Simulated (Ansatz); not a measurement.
Two shapes of singlet H₃O(+).

Shape 1:

```xyz
4

O     0.0307    0.0196    0.0403
H     0.8961    0.0111   -0.2122
H    -0.4661    0.8628   -0.2170
H    -0.4427   -0.8088   -0.2387
```

Shape 2:

```xyz
4

O     0.0000    0.0000    0.0685
H     0.8675    0.0000   -0.1827
H    -0.4337    0.7513   -0.1827
H    -0.4337   -0.7513   -0.1827
```

Basis set: cc-pVDZ (spherical functions). Frozen core: 1 orbital. Charge 1, multiplicity 1.

Computed with Ansatz (development build ahead of 0.2.0); each method stands on the lowest determinant of its kind that the runs found.

Which shape is lower in energy, and by how much in each method?

```
 method  E(2) − E(1) (eV)
    RHF             0.155
RHF-MP2             0.318
```

Shape 1 is lower.
